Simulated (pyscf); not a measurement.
Optimised with ωB97X-D3(BJ)/def2-SVP in PySCF.

HN=SiH–F + H₂ → HN=SiH₂ + HF
Surface: singlet. Broken: F–Si, H–H. Formed: H–Si, F–H. Give ΔE‡ and ΔE from PBE0-D3(BJ)/def2-TZVP, relative to the separated reactants.

ΔE‡ = 1.73 eV, ΔE = +1.29 eV. ωB97M-D3(BJ)/def2-TZVP gives 1.90 eV and +1.38 eV. Zero-point energy shifts the barrier by +0.13 eV. It is a four-centre exchange, with an imaginary mode of 1158i cm⁻¹. On the product side the descent ends in a bound adduct (not fully relaxed), 0.41 eV under the separated species and 0.94 eV under the saddle at ωB97X-D3(BJ)/def2-TZVP. The same reactants have a lower exit, to H₂N–SiH₂–F (barrier +0.87 eV at ωB97M-D3(BJ)/def2-TZVP, against +1.90 eV here). HN=SiH–F lies 1.12 eV over its isomer H₂N–Si:–F [singlet] (electronic energy, ωB97M-D3(BJ)/def2-TZVP). HN=SiH₂ lies 0.79 eV over its isomer H₂N–SiH: [singlet] (electronic energy, ωB97M-D3(BJ)/def2-TZVP). This is the saddle that the search found; another between the same sides may lie lower.
